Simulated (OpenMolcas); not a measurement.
**How basis sets differ on B2H3Cl (SMILES BBCl)**

B2H3Cl: 6 atoms, total charge 0, spin state singlet. As SMILES, `BBCl`. The shape is that of a GFN2-xTB optimisation.

Each level gives the HOMO–LUMO gap (eV). The values are calculated.

| level | kind | program | value (eV) | CPU time |
| --- | --- | --- | --- | --- |
| HF/STO-3G | Hartree–Fock | OpenMolcas | 15.78 | 1.7 s |
| HF/3-21G | Hartree–Fock | OpenMolcas | 13.12 | 1.9 s |
| HF/def2-SVP | Hartree–Fock | OpenMolcas | 12.97 | 3.1 s |
| HF/def2-TZVP (RICD fitting) | Hartree–Fock | OpenMolcas | 12.71 | 15 s |

The values span 12.71 to 15.78 eV. A Hartree–Fock LUMO above zero doesn't converge with the basis: it sinks as sets grow more diffuse. Orbital gaps aren't excitation energies. Times are those of the runs behind each value, whatever else they computed, on shared processors of several kinds: orders of magnitude only.
